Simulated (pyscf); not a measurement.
`[OH][Sn][OH]` [singlet] + `[ClH]` → `[OH][SnH]([OH])[Cl]` (insertion; singlet surface; Cl–H broken, Cl–Sn, H–Sn formed). Optimised with ωB97X-D3(BJ)/def2-SVP in PySCF. Correlated levels are frozen-core, on RHF or UHF. ΔMP2 is the change of the MP2 total energy from the triple- to the quadruple-zeta basis. Energies in eV from the separated reactants.

```json
[
 {"level": "r²SCAN/def2-TZVP", "barrier": "1.07", "reaction energy": "-0.59"},
 {"level": "PBE0-D3(BJ)/def2-TZVP", "barrier": "1.19", "reaction energy": "-0.60"},
 {"level": "ωB97M-D3(BJ)/def2-TZVP", "barrier": "1.50", "reaction energy": "-0.49"},
 {"level": "MP2/def2-QZVPP", "barrier": "1.40", "reaction energy": "-0.51"},
 {"level": "CCSD/def2-TZVPP", "barrier": "1.60", "reaction energy": "-0.54"},
 {"level": "CCSD(T)/def2-TZVPP", "barrier": "1.44", "reaction energy": "-0.56"},
 {"level": "CCSD(T)/def2-TZVPP + ΔMP2(QZVPP)", "barrier": "1.39", "reaction energy": "-0.56"}
]
```

On the reactant side the descent ends in a complex (not fully relaxed), 0.22 eV under the separated species and 1.55 eV under the saddle at ωB97X-D3(BJ)/def2-TZVP. One saddle was located; it need not be the lowest between these sides. The CCSD(T) − MP2 part came from Ansatz, without density fitting, on the same reference. The frozen core leaves the outer d or s,p core shells of the metals and heavy elements correlated in the MP2 and CC values, and def2-TZVPP describes them poorly, which can shift differences by a few kcal/mol. Elements past Kr carry the def2 core potentials, without spin-orbit coupling.
